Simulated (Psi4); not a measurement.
# triplet C2H3FO: levels of theory compared

Wanted: a comparison of 3 runs (UHF/STO-3G, UB3LYP/6-31G*, UHSE06/aug-cc-pVDZ) of triplet C2H3FO. 

The results are computed with Psi4 1.11.

## 1. The system as given

The species is C2H3FO (7 atoms), meant as a triplet with charge 0. SMILES of the parent species: `CC(=O)F`. The shape is that of a PBE0-D4/def2-TZVP optimisation. That shape belongs to the parent species and isn't relaxed for this state.

Bond lengths: C1–C2 1.488 Å, C2–O3 1.179 Å, C2–F4 1.351 Å, C1–H5 1.087 Å, C1–H6 1.092 Å, C1–H7 1.092 Å. Angles: C1–C2–O3 129.2°, C1–C2–F4 110.5°, O3–C2–F4 120.2°, C2–C1–H5 109.9°, C2–C1–H6 109.4°, C2–C1–H7 109.4°, H5–C1–H6 110.4°, H5–C1–H7 110.4°, H6–C1–H7 107.3°.

## 2. Energy and gradient at UHF/STO-3G (run 1)

run.py

```python
import psi4

psi4.set_memory(1600000000)
psi4.set_num_threads(1)
psi4.core.set_output_file('c2h3fo.out', False)

m = psi4.geometry("""
0 3
C      0.485310     0.015050     0.443640
C     -0.694890    -0.034350    -0.460580
O     -1.835410    -0.165690    -0.191770
F     -0.310690     0.097630    -1.749400
H      0.165320    -0.091900     1.476660
H      1.180650    -0.783140     0.176830
H      1.009710     0.962410     0.304610
units angstrom
symmetry c1
no_reorient
no_com
""")

psi4.set_options({
    'reference': 'uhf',
    'puream': True,
    'e_convergence': 1e-09,
    'd_convergence': 1e-08,
    'scf_type': 'pk',
    'maxiter': 100,
})

energy_value, wavefunction = psi4.gradient('hf/STO-3G', return_wfn=True)
psi4.oeprop(wavefunction, 'QUADRUPOLE', 'DIPOLE', 'MAYER_INDICES', title='HF')
print('gradient / Eh bohr^-1')
print(energy_value.np.round(6))
print(f'energy = {wavefunction.energy():.10f} Eh')
```

Command:

```console
python run.py
```

c2h3fo.out:

```text
[...]
  Running in c1 symmetry.
[...]
  Nuclear repulsion =  119.233300920272839
[...]
  Multiplicity = 3
[...]
  Nalpha       = 17
  Nbeta        = 15
[...]
    Number of basis functions: 23
[...]
   @UHF iter   1:  -248.14458229160959   -2.04285e+00   1.60021e-02 DIIS/ADIIS
[...]
   @UHF iter  16:  -248.28939466696735   -6.82121e-13   8.49470e-09 DIIS
[...]
   @S^2 Observed:                2.005539508E+00
[...]
  @UHF Final Energy:  -248.28939466696735
   => Energetics <=
    Nuclear Repulsion Energy =            119.2333009202728391
    One-Electron Energy =                -580.4886654397480470
    Two-Electron Energy =                 212.9659698525078682
    Total Energy =                       -248.2893946669673539
  UHF NO Occupations:
  HONO-2 :   15  A 1.9983742
  HONO-1 :   16  A 1.0000000
[...]
  -Total Gradient:
     Atom            X                  Y                   Z
    ------   -----------------  -----------------  -----------------
       1       -0.007528376580     0.000824114056    -0.021460411217
       2       -0.380671198419    -0.043704718682     0.087987867669
       3        0.385387793557     0.044503483869    -0.092548361815
       4        0.008346987742    -0.002027254559     0.038838484372
       5       -0.006591115602    -0.000502743178    -0.001936039888
       6        0.000592106715    -0.000229869482    -0.005490707738
       7        0.000463802589     0.001136987977    -0.005390831383
[...]
```

On the terminal:

```text
gradient / Eh bohr^-1
[[-7.52800e-03  8.24000e-04 -2.14600e-02]
 [-3.80671e-01 -4.37050e-02  8.79880e-02]
 [ 3.85388e-01  4.45030e-02 -9.25480e-02]
 [ 8.34700e-03 -2.02700e-03  3.88380e-02]
 [-6.59100e-03 -5.03000e-04 -1.93600e-03]
 [ 5.92000e-04 -2.30000e-04 -5.49100e-03]
 [ 4.64000e-04  1.13700e-03 -5.39100e-03]]
energy = -248.2893946670 Eh
```

It took 1.2 s on 1 thread of Intel Xeon 6975P-C (Granite Rapids), shared host; peak memory 0.19 GiB.

## 3. Energy and forces at UB3LYP/6-31G(d) (spherical functions) (run 2)

input.json

```json
{
 "schema_name": "qcschema_input",
 "schema_version": 1,
 "molecule": {
  "schema_name": "qcschema_molecule",
  "schema_version": 2,
  "symbols": ["C", "C", "O", "F", "H", "H", "H"],
  "geometry": [0.91710299, 0.02844038, 0.8383581, -1.31315179, -0.06491209, -0.87037006, -3.46842223, -0.31310872, -0.36239278, -0.58711901, 0.18449396, -3.30588688, 0.31240952, -0.17366583, 2.79048298, 2.23110515, -1.47992012, 0.33416027, 1.90807537, 1.81869132, 0.57562947],
  "molecular_charge": 0,
  "molecular_multiplicity": 3,
  "fix_symmetry": "c1"
 },
 "driver": "gradient",
 "model": {
  "method": "b3lyp",
  "basis": "6-31G*"
 },
 "keywords": {
  "reference": "uks",
  "puream": true,
  "e_convergence": 1e-09,
  "d_convergence": 1e-08,
  "scf_type": "pk",
  "dft_radial_points": 99,
  "dft_spherical_points": 590,
  "maxiter": 100
 }
}
```

Command:

```console
psi4 --qcschema input.json -n 1 --memory 1600MB
```

stdout:

```text
[...]
  Running in c1 symmetry.
[...]
  Nuclear repulsion =  119.233300925692618
[...]
  Multiplicity = 3
[...]
  Nalpha       = 17
  Nbeta        = 15
[...]
    Number of basis functions: 62
[...]
   @UKS iter   1:  -252.73157748028243   -1.00926e-01   8.77453e-03 DIIS/ADIIS
[...]
   @UKS iter  13:  -252.88482681599641   -1.01181e-11   9.60890e-09 DIIS
[...]
   @S^2 Observed:                2.005035209E+00
[...]
  @UKS Final Energy:  -252.88482681599641
   => Energetics <=
    Nuclear Repulsion Energy =            119.2333009256926175
    One-Electron Energy =                -583.1985431961753648
    Two-Electron Energy =                 236.2130915314547508
    DFT Exchange-Correlation Energy =     -25.1326760769684157
    Empirical Dispersion Energy =           0.0000000000000000
    VV10 Nonlocal Energy =                  0.0000000000000000
    Total Energy =                       -252.8848268159964050
[...]
  -Total Gradient:
     Atom            X                  Y                   Z
    ------   -----------------  -----------------  -----------------
       1        0.011990012613     0.001695308680    -0.007215265802
       2       -0.229349572158    -0.025334849716     0.039449143649
       3        0.223428562307     0.025642827154    -0.051520786427
       4        0.006836456899    -0.001502885246     0.029648975896
       5       -0.003769161379     0.000048991672    -0.005702448675
       6       -0.005299421974     0.007158167356    -0.001792672912
       7       -0.003840360494    -0.007706835538    -0.002881377897
[...]
```

The result, in JSON:

```text
{
 "driver": "gradient",
 "model": {
  "method": "b3lyp",
  "basis": "6-31G*"
 },
 "success": true,
 "return_result": [0.011990012612892866, 0.0016953086804489567, -0.007215265802302716, -0.22934957215796273, -0.02533484971597665, 0.03944914364949134, 0.22342856230717562, 0.02564282715413753, -0.05152078642677978, 0.006836456898575441, -0.001502885245974788, 0.02964897589601584, -0.0037691613785287154, 4.899167171597968e-05, -0.005702448675101723, -0.005299421974455071, 0.0071581673564141135, -0.0017926729121533758, -0.0038403604940400876, -0.0077068355375814745, -0.0028813778966473615],
 "properties": {
  "calcinfo_nbasis": 62,
  "calcinfo_nmo": 62,
  "calcinfo_nalpha": 17,
  "calcinfo_nbeta": 15,
  "calcinfo_natom": 7,
  "nuclear_repulsion_energy": 119.23330092569262,
  "return_energy": -252.8848268159964,
  "return_gradient": [0.011990012612892866, 0.0016953086804489567, -0.007215265802302716, -0.22934957215796273, -0.02533484971597665, 0.03944914364949134, 0.22342856230717562, 0.02564282715413753, -0.05152078642677978, 0.006836456898575441, -0.001502885245974788, 0.02964897589601584, -0.0037691613785287154, 4.899167171597968e-05, -0.005702448675101723, -0.005299421974455071, 0.0071581673564141135, -0.0017926729121533758, -0.0038403604940400876, -0.0077068355375814745, -0.0028813778966473615],
  "scf_one_electron_energy": -583.1985431961754,
  "scf_two_electron_energy": 236.21309153145475,
  "scf_xc_energy": -25.132676076968416,
  "scf_dipole_moment": [0.3924055566133018, 0.004667148507992103, 0.4613019128221829],
  "scf_total_energy": -252.8848268159964,
  "scf_total_gradient": [0.011990012612892866, 0.0016953086804489567, -0.007215265802302716, -0.22934957215796273, -0.02533484971597665, 0.03944914364949134, 0.22342856230717562, 0.02564282715413753, -0.05152078642677978, 0.006836456898575441, -0.001502885245974788, 0.02964897589601584, -0.0037691613785287154, 4.899167171597968e-05, -0.005702448675101723, -0.005299421974455071, 0.0071581673564141135, -0.0017926729121533758, -0.0038403604940400876, -0.0077068355375814745, -0.0028813778966473615],
  "scf_iterations": 13
 }
}
```

It took 15 s on 1 thread of Intel Xeon 6975P-C (Granite Rapids), shared host; peak memory 0.89 GiB.

## 4. The energy at UHSE06/aug-cc-pVDZ (run 3)

job.json

```json
{
 "schema_name": "qcschema_input",
 "schema_version": 1,
 "molecule": {
  "schema_name": "qcschema_molecule",
  "schema_version": 2,
  "symbols": ["C", "C", "O", "F", "H", "H", "H"],
  "geometry": [0.91710299, 0.02844038, 0.8383581, -1.31315179, -0.06491209, -0.87037006, -3.46842223, -0.31310872, -0.36239278, -0.58711901, 0.18449396, -3.30588688, 0.31240952, -0.17366583, 2.79048298, 2.23110515, -1.47992012, 0.33416027, 1.90807537, 1.81869132, 0.57562947],
  "molecular_charge": 0,
  "molecular_multiplicity": 3,
  "fix_symmetry": "c1",
  "fix_com": true,
  "fix_orientation": true
 },
 "driver": "energy",
 "model": {
  "method": "hse06",
  "basis": "aug-cc-pVDZ"
 },
 "keywords": {
  "reference": "uks",
  "puream": true,
  "e_convergence": 1e-09,
  "d_convergence": 1e-08,
  "scf_type": "pk",
  "dft_radial_points": 99,
  "dft_spherical_points": 590,
  "maxiter": 100,
  "scf_properties": ["MULLIKEN_CHARGES", "LOWDIN_CHARGES", "MAYER_INDICES"]
 }
}
```

Command:

```console
psi4 --qcschema job.json -n 1 --memory 1600MB
```

stdout:

```text
[...]
  Running in c1 symmetry.
[...]
  Nuclear repulsion =  119.233300925692603
[...]
  Multiplicity = 3
[...]
  Nalpha       = 17
  Nbeta        = 15
[...]
    Number of basis functions: 119
[...]
   @UKS iter   1:  -252.42079057889330   -6.83170e-02   5.90992e-03 ADIIS/DIIS
[...]
   @UKS iter  15:  -252.68645104077626   -9.57812e-12   3.87560e-09 DIIS
[...]
   @S^2 Observed:                2.006889263E+00
[...]
  @UKS Final Energy:  -252.68645104077626
   => Energetics <=
    Nuclear Repulsion Energy =            119.2333009256926033
    One-Electron Energy =                -582.7542613275062422
    Two-Electron Energy =                 234.6861426280736111
    DFT Exchange-Correlation Energy =     -23.8516332670362345
    Empirical Dispersion Energy =           0.0000000000000000
    VV10 Nonlocal Energy =                  0.0000000000000000
    Total Energy =                       -252.6864510407762623
[...]
 Multipole Moments:
 ------------------------------------------------------------------------------------
     Multipole            Electronic (a.u.)      Nuclear  (a.u.)        Total (a.u.)
 ------------------------------------------------------------------------------------
 L = 1.  Multiply by 2.5417464519 to convert [e a0] to [Debye]
 Dipole X            :         31.3362722          -30.9561517            0.3801205
 Dipole Y            :          0.8964036           -0.8981490           -0.0017454
 Dipole Z            :         29.6763583          -29.1439232            0.5324351
 Magnitude           :                                                    0.6542031
[...]
```

The result, in JSON:

```text
{
 "driver": "energy",
 "model": {
  "method": "hse06",
  "basis": "aug-cc-pVDZ"
 },
 "success": true,
 "return_result": -252.68645104077626,
 "properties": {
  "calcinfo_nbasis": 119,
  "calcinfo_nmo": 119,
  "calcinfo_nalpha": 17,
  "calcinfo_nbeta": 15,
  "calcinfo_natom": 7,
  "nuclear_repulsion_energy": 119.2333009256926,
  "return_energy": -252.68645104077626,
  "scf_one_electron_energy": -582.7542613275062,
  "scf_two_electron_energy": 234.6861426280736,
  "scf_xc_energy": -23.851633267036235,
  "scf_dipole_moment": [0.3801204803616969, -0.0017454321886426483, 0.5324350728434268],
  "scf_total_energy": -252.68645104077626,
  "scf_iterations": 15
 }
}
```

Wall time 57 s (1 thread of Intel Xeon 6975P-C (Granite Rapids), shared host); peak memory 0.93 GiB.

## 5. All runs side by side

```
run                                level         integration grid      task  energy (Eh)  dipole moment (D)  HOMO energy (eV)   ⟨S²⟩  wall time
  1                           UHF/STO-3G                        –  gradient  -248.289395               1.09             -5.06  2.006      1.2 s
  2  UB3LYP/6-31G* (spherical functions)  99 radial × 590 angular  gradient  -252.884827               1.54             -2.80  2.005       15 s
  3                   UHSE06/aug-cc-pVDZ  99 radial × 590 angular    energy  -252.686451               1.66             -3.12  2.007       57 s
```

## 6. Summary of results

| quantity | value |
| --- | --- |
| run 3: total energy | -252.68645 Eh |
| run 3: dipole moment | 1.66 D |
| run 3: HOMO energy (highest over α and β) | -3.12 eV |
| run 3: ⟨S²⟩ | 2.007 |

In words: The dipole moment (its size) runs from 1.09 D (UHF/STO-3G) to 1.66 D (UHSE06/aug-cc-pVDZ). The two ends differ in method and basis. Totals of different functionals can't be ranked against each other. In run 1 the basis is minimal, so the values are rough. All runs together took 73 s, the longest 57 s.
